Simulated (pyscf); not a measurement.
Optimised with ωB97X-D3(BJ)/def2-SVP in PySCF.

### Question
PBE/def2-TZVP puts the barrier of HO–BH–F (SMILES OBF) + F–SiH₃ (SMILES F[SiH3]) → HO–B(F)–F (SMILES OB(F)F) + SiH₄ (SMILES [SiH4]) (four-centre exchange; singlet surface; B–H, F–Si broken, B–F, H–Si formed) at 24.8 kcal/mol and the reaction energy at -3.9 kcal/mol, from the separated reactants. What do r²SCAN/def2-TZVP, M06-2X/def2-TZVP, ωB97M-D3(BJ)/def2-TZVP give on the same structures?

### Answer
r²SCAN: ΔE‡ = 24.9 kcal/mol, ΔE = -4.2 kcal/mol; M06-2X: ΔE‡ = 28.7 kcal/mol, ΔE = -3.2 kcal/mol; ωB97M-D3(BJ): ΔE‡ = 28.1 kcal/mol, ΔE = -3.2 kcal/mol. PBE's barrier matches one of them and lies within 4.0 kcal/mol of the others. Its reaction energy lies among theirs. One saddle was located; it need not be the lowest between these sides.
